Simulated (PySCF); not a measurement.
Estimate the missing entries of this data sheet.

Species: 4-pentyn-1-ol, C₅H₈O.
Geometry (GFN2-xTB, Å), atoms numbered from 1 in this order:
```
atom  x, y, z in Å
C1     3.054    0.981   -0.262
C2     1.954    0.602   -0.540
C3     0.616    0.145   -0.852
C4    -0.262    0.102    0.402
C5    -1.668   -0.404    0.076
O6    -2.535   -0.351    1.183
H7     4.021    1.313   -0.028
H8     0.676   -0.854   -1.296
H9     0.172    0.819   -1.590
H10   -0.335    1.102    0.836
H11    0.199   -0.554    1.146
H12   -2.131    0.231   -0.683
H13   -1.612   -1.430   -0.320
H14   -2.150   -0.863    1.903
```

```json
{"property": "rotational constants A, B, C of the GFN2-xTB geometry", "level": "GFN2-xTB", "value": "?"}
{"property": "dipole moment", "level": "wB97X-D/def2-SVPD", "value": "?"}
{"property": "HOMO energy", "level": "wB97X-D/def2-SVPD", "value": "?"}
{"property": "LUMO energy", "level": "wB97X-D/def2-SVPD", "value": "?"}
{"property": "lowest singlet excitation", "level": "TDDFT wB97X-D/def2-SVPD", "value": "?"}
{"property": "lowest triplet excitation (Tamm–Dancoff)", "level": "TDA wB97X-D/def2-SVPD", "value": "?"}
{"property": "static isotropic polarisability", "level": "wB97X-D/def2-SVPD", "value": "?"}
{"property": "electronic spatial extent ⟨r²⟩ about the centre of nuclear charge", "level": "wB97X-D/def2-SVPD", "value": "886 bohr²"}
```

Electronic properties: PySCF, gas phase, density fitting.

(1) Give the dipole moment.

(2) What is the static isotropic polarisability?

(3) Give the rotational constants A, B, C of the GFN2-xTB geometry.

(4) Give the HOMO energy.

(5) Give the lowest triplet excitation (Tamm–Dancoff).

(6) The LUMO energy?

(7) What is the lowest singlet excitation?

Answers

(1) 1.27 D.

(2) 64.0 au.

(3) 16.076, 1.345, 1.274 GHz.

(4) -9.60 eV.

(5) 5.66 eV.

(6) 2.18 eV.

(7) 6.80 eV (182 nm, f = 0.000).

The rotational constants make it an asymmetric top with κ = (2B − A − C)/(A − C) = -0.99, nearer the prolate limit (−1). No computed singlet falls in the visible range (750 to 380 nm, 1.65 to 3.26 eV); S1 lies 3.54 eV above its blue end. The dipole equals about 4.2 × 10⁻³⁰ C·m (1 D = 3.33564 × 10⁻³⁰ C·m). The polarisability is 9.49 Å³ as a volume (1 au = 0.148185 Å³), or 1.39 au for each of the 46 electrons. The largest Löwdin shares of the HOMO are 0.30 on C1, 0.28 on C2, 0.18 on O6 and 0.07 on C4.

One conformer stands for the species.
